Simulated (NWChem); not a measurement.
System: SiH4; SMILES [SiH4]

Problem. Give the equilibrium geometry at PBE0/def2-SVP (NWChem) as a list of bonds and angles, with the point group.

Solution. point group Td; any orientation.
Bonds (Å): Si1–H2 1.493, Si1–H3 1.493, Si1–H4 1.493, Si1–H5 1.493. Bond angles (°): H2–Si1–H3 109.5, H2–Si1–H4 109.5, H2–Si1–H5 109.5, H3–Si1–H4 109.5, H3–Si1–H5 109.5, H4–Si1–H5 109.5.
